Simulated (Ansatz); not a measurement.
The input, for Ansatz 0.2.0:

```yaml
crystal:
  periodic: [false, false, false]
  atoms:
    - {symbol: Na, position_ang: [0.000000, 0.000000, 0.000000]}
    - {symbol: Na, position_ang: [0.000000, 0.000000, 3.538800]}
basis:
  gaussian: {orbitals: aug-cc-pVTZ}
magnetization: {spin_polarized: false}
correlation: {method: bccd_t, electrons: outside_noble_gas}
```

```sh
$ ansatz run in.yaml --threads 1 --pin off --events-out ev --progress --plain --max-ram 2393MiB
```

Log:

```
564 factors; integrals over basis functions are off by at most 6.3e-4 eV
mean field evaluation 1: about -8808.6570 eV, gradient 1.5e0 eV
mean field evaluation 2: about -8808.6596 eV, gradient 1.5e0 eV
mean field evaluation 4: about -8808.6901 eV, gradient 3.8e-2 eV
mean field evaluation 8: about -8808.6901 eV, gradient 1.4e-6 eV
mean field evaluation 16: about -8805.4468 eV, gradient 4.7e-1 eV
mean field evaluation 32: about -8805.4540 eV, gradient 1.3e-3 eV
mean field -8808.69012672 eV, -323.7133914123 hartree, gradient 3.8e-6 eV, S^2 0.000000; 1 other end points of the search recorded, 0 dependent functions left out; unrestricted orbitals would lower it
determinant -8808.69012672 eV, -323.7133914123 hartree, with singles and doubles -8809.46516055 eV, -323.7418733803 hartree
determinant -8805.45401877 eV, -323.5944666386 hartree, with singles and doubles -8806.48383609 eV, -323.6323117270 hartree
10 core orbitals not correlated: weight in the atoms' cores, before any rotation towards them, 1.000 or more for the frozen orbitals, at most 0.000 for the correlated occupied ones
reference -8808.69012672 eV, -323.7133914123 hartree; 1, 1 occupied and 89, 89 virtual orbitals, 564 factors
second order -0.51953799 eV of doubles, -0.00000000 eV of singles
cycle   1  -0.71716616 eV  change    1.4e-2 eV  update   3.7e-2
cycle   2  -0.73452922 eV  change   -1.7e-2 eV  update   1.1e-2
cycle   3  -0.73810979 eV  change   -3.6e-3 eV  update   3.5e-3
cycle   4  -0.73921649 eV  change   -1.1e-3 eV  update   1.1e-3
cycle   5  -0.73950761 eV  change   -2.9e-4 eV  update   3.8e-4
cycle   6  -0.73959619 eV  change   -8.9e-5 eV  update   1.4e-4
cycle   7  -0.73964046 eV  change   -4.4e-5 eV  update   6.5e-5
cycle   8  -0.73964582 eV  change   -5.4e-6 eV  update   1.8e-5
cycle   9  -0.73964550 eV  change    3.2e-7 eV  update   6.2e-6
cycle  10  -0.73964412 eV  change    1.4e-6 eV  update   2.6e-6
cycle  11  -0.73964371 eV  change    4.2e-7 eV  update   1.0e-6
perturbative correction 0.00000000 eV, 0.0000000000 hartree
Total energy: -8809.42977042 eV, -323.7405728171 hartree
```

For the same geometry and basis full CI lies 0.0 meV lower. With two correlated electrons CCSD is exact, so what parts a cluster row from full CI is its frozen core alone.

Ran on 1 thread of Arm Neoverse V2, shared host: 1.9 s wall, 0.27 GiB peak host memory.
